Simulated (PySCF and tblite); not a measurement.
The numbers below are computed, except where a source is named.
C4H10O, numbered as in [CH3:1][O:2][CH:3]([CH3:4])[CH3:5].

Geometries GFN2-xTB; weights from PBE0-D3(BJ)/def2-TZVP (IEF-PCM, chloroform) energies and GFN2-xTB thermal corrections, with symmetry numbers and mirror pairs. Conformers within 2.5 kcal/mol (GFN2-xTB free energy) were kept, 6 at most. GIAO shieldings: wB97X-D/pcSseg-1 (IEF-PCM, chloroform). Shifts are against TMS (¹H), TMS (¹³C) at the same level. Run with PySCF (density fitting) and tblite.

(1) Predict the averaged NMR shifts at 298.15 K.

(2) How do the conformers differ?

Shifts are unscaled: against experiment ¹³C can be off by 15 ppm or more and ¹H by 0.8 ppm.

## Answers

(1) ¹H: 3.58 (H1, 3H), 3.43 (H3, 1H), 1.16 (H4/H5, 6H) ppm. ¹³C: 77.2 (C3), 59.2 (C1), 24.1 (C4/C5) ppm.

(2) Torsions listed: C1–O2–C3–C4. Of a mirror pair one member is shown.
| conformer | shape | weight % |
| --- | --- | --- |
| 1 | 166° | 98.5 |
| 2 | -64° | 1.5 |

| signal | 1 | 2 | average |
| --- | --- | --- | --- |
| H1 | 3.58 | 3.39 | 3.58 |
| H3 | 3.42 | 4.07 | 3.43 |
| H4/H5 | 1.16 | 1.24 | 1.16 |
| C1 | 59.3 | 50.3 | 59.2 |
| C3 | 77.3 | 72.8 | 77.2 |
| C4/C5 | 24.2 | 22.0 | 24.1 |
